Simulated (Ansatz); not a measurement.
## A basis-limit estimate, worked out

The pair of H2S (SMILES S, atoms 1–3) and C2H2 (SMILES C#C, atoms 4–7), both closed shells, in one local arrangement (a lower one may exist), relaxed at PBE0-D4/def2-TZVP:

S1  (-0.787, 0.032, -2.437)
H2  (0.358, 0.694, -2.664)
H3  (-0.177, -1.161, -2.515)
C4  (-0.037, 0.118, 1.337)
C5  (0.340, 0.100, 2.474)
H6  (-0.367, 0.132, 0.320)
H7  (0.671, 0.086, 3.486)
(Å)

Both fragments are computed in the basis of the whole pair.

Ansatz 0.2.0; basis: def2-TZVPPD and def2-QZVPPD; cores frozen in the correlated methods.

Energies in eV:

| quantity | pair | first fragment | second fragment |
| --- | --- | --- | --- |
| Hartree–Fock, triple zeta (X = 3) | -12940.68636 | -10849.41343 | -2091.25736 |
| Hartree–Fock, quadruple zeta (X = 4) | -12941.07433 | -10849.71205 | -2091.34633 |
| MP2 correlation, X = 3 | -13.70395 | -5.24538 | -8.41014 |
| MP2 correlation, X = 4 | -14.63124 | -5.65247 | -8.92595 |
| CCSD(T) correlation, X = 3 | -15.36210 | -6.13029 | -9.18873 |

(1) Work out the interaction energy at the basis limit: extrapolate Hartree–Fock as E(X) = E∞ + A exp(−7.88 √X) and the MP2 correlation as E(X) = E∞ + B X^−2.97 (the exponents that Neese and Valeev fitted for def2-TZVPP and QZVPP, reused here for the diffuse sets), then add CCSD(T) − MP2 in triple zeta.

No T1 diagnostic of these runs exceeds 0.014.

Results:

(1) Each step is linear, so take the differences first (pair − first fragment − second fragment): Hartree–Fock -0.01557 (X = 3) and -0.01595 (X = 4); MP2 correlation -0.04843 and -0.05282; CCSD(T) correlation -0.04308.
Two points give E∞ = E(4) + w [E(4) − E(3)], with w = 1/(exp(7.88 (2 − √3)) − 1) = 0.1377 for Hartree–Fock and w = 1/((4/3)^2.97 − 1) = 0.7407 for the correlation.
Hartree–Fock: -0.01595 + 0.1377 × (-0.00038) = -0.0160 eV.
MP2 correlation: -0.05282 + 0.7407 × (-0.00439) = -0.0561 eV.
CCSD(T) − MP2: -0.04308 − (-0.04843) = 0.0054 eV.
Sum: -0.0160 + (-0.0561) + 0.0054 = -0.0667 eV, or -1.54 kcal/mol. Plain CCSD(T) in triple zeta gives -0.0587 eV, so the larger basis shifts the result by -0.0080 eV.

For scale, one of the runs: CCSD(T)/def2-TZVPPD, 193 basis functions, launched by `ansatz run in.yaml --threads 2 --pin off --events-out ev --progress --plain --max-ram 5222MiB`. Time: 32 s of wall clock on 2 CPU threads of an Arm Neoverse V1; the host was shared. Peak host memory: 2.1 GiB.
